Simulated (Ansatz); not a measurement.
## Dissociation curves of HCN (hydrogen cyanide)

HCN has 3 atoms, charge 0, and is taken as a singlet. As SMILES, `C#N`. Geometry: relaxed at PBE0-D4/def2-TZVP.

```xyz
3

C    -0.0056   -0.0244   -0.0056
N     0.2520    1.0610    0.2552
H    -0.2464   -1.0366   -0.2495
```

The C1–N2 distance is scanned; the parts on either side stay rigid. Basis STO-3G, 2 core orbitals frozen in the correlated methods; program Ansatz 0.2.0. FCI is exact within this basis and core. Energies in eV from each method's value at 1.146 Å; methods without a U are spin-restricted. The shape above is that at 1.146 Å.

```
distance (Å)     HF   BLYP  revPBE  r2SCAN   FCI
       1.146   0.00   0.00    0.00    0.00  0.00
       1.432   3.91   1.56    1.62    2.04  1.49
       2.291  14.91  11.26   11.64   12.74  7.90
       2.864  16.60  13.62   14.00   15.01  8.34
```

Departure from the FCI curve at its largest: HF +8.27 eV at 2.86 Å; BLYP +5.28 eV at 2.86 Å; revPBE +5.66 eV at 2.86 Å; r2SCAN +6.67 eV at 2.86 Å. Restricted functionals keep the electrons paired too, and rise too high. Restricted Hartree–Fock keeps the electrons paired, so it rises far too high as the bond breaks.
